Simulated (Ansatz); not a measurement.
Seven cases of bond dissociation energy of first-row species (electronic energies, kcal/mol); geometries: B3LYP-D3(BJ)/def2-TZVP. The cases were drawn at random from those of this class that have a high level and all functionals, leaving out states under which another spin lies or may lie. Left out are anions, K, Ca, elements past Kr, ionisation of Li, Na and Mg, pi-pi* triplets of linear molecules and other triplets made from a closed-shell parent. Runs that doubt their state, and full CI more than 15 mEh from coupled cluster, are set aside; a case stays where another high level and all functionals remain. AFQMC serves as high level only in triple zeta or larger, with a steady walk, a bar under 0.8 kcal/mol and agreement with other high levels or trials where they ran; where none ran, an unstable determinant or (outside 3d species) a high T1 diagnostic also bars it, so strongly correlated cases are thinned. No case was kept or dropped by the size of a functional's miss. High levels with a bar over 0.5 kcal/mol are left out too, and the seventh case lies inside the range of the six. Affinities count positive where energy is released, gaps as the second state minus the first. PBE0 is by Ansatz (a quantum-chemistry and plane-wave program) in def2-TZVPD. High levels (Ansatz): P = CCSD(T)/CBS(cc-pVQZ,cc-pV5Z) + [CCSDT(Q) - CCSD(T)]/cc-pVDZ + core + X2C; Q = CCSD(T)/CBS(cc-pVQZ,cc-pV5Z) + [CCSDT(Q) - CCSD(T)]/cc-pVTZ + [CCSDTQ - CCSDT(Q)]/cc-pVDZ + core + X2C; R = CCSD(T)/CBS(cc-pVTZ,cc-pVQZ) + [CCSDT(Q) - CCSD(T)]/cc-pVDZ + core + X2C; S = CCSD(T)/CBS(cc-pVTZ,cc-pVQZ) + [CCSDT(Q) - CCSD(T)]/cc-pVTZ + core + X2C. Open shells are spin-unrestricted; no spin-orbit coupling. CBS(X,Y): correlation extrapolated as X^-3, Hartree-Fock from the larger set (Q,5: extrapolated as (X+1)exp(-9√X)). A bracket is a step between two methods taken in the basis named. Functionals run without relativity, which enters their misses. '+ core + X2C': CCSD(T) terms for core correlation (cc-pwCVTZ) and scalar relativity (cc-pVTZ-DK). For partners of very few electrons the exact lower level stands in for a higher one. The UHF reference of C3H3 ([C]#CC, doublet) is spin-contaminated (<S^2> up to 0.09 over the pure value in the sets run). The UHF reference of C2H ([C]#C, doublet) is spin-contaminated (<S^2> up to 0.36 over the pure value in the sets run). The determinant of C3H3 ([C]#CC, doublet) is a saddle point of the SCF energy; a lower one exists, which strains HF and MP2.

```csv
case,PBE0,level,high level
"BNH6 (SMILES [BH3-][NH3+]) → BNH5 (SMILES [BH2-][NH3+], doublet) + H (doublet)",102.8,S,107.6
"CH4BF (SMILES CBF) → CH3BF (SMILES FB[CH2], doublet) + H (doublet)",100.0,R,103.9
"CH5N (methanamine, SMILES CN) → CH4N (SMILES [CH2]N, doublet) + H (doublet)",95.3,P,100.1
"C3H4 (prop-1-yne, SMILES C#CC) → C3H3 (SMILES [C]#CC, doublet) + H (doublet)",138.0,R,140.4
"C5H6 (SMILES C#CC1CC1) → C2H (SMILES C#[C], doublet) + C3H5 (SMILES [CH]1CC1, doublet)",138.2,R,139.3
"CH2O2 (SMILES O=CO) → HO (SMILES [OH], doublet) + CHO (SMILES [CH]=O, doublet)",114.2,P,115.4
"CH3F (SMILES CF) → CH3 (SMILES [CH3], doublet) + F (doublet)",112.4,Q,withheld
```

Q: Fit a straight line from PBE0 to the high level over the first six rows by least squares, predict the seventh, and compare with the calculation.

A: Means: PBE0 114.75, high level 117.78. Sxx = 1829.43, Sxy = 1702.13, slope 0.9304, intercept +11.02 kcal/mol; residual standard deviation 1.2 kcal/mol. Seventh row: 0.9304·(112.4) +11.02 = 115.6 kcal/mol. The calculation gave 115.1 kcal/mol: the line differs from it by +0.5, PBE0 itself by -2.7.
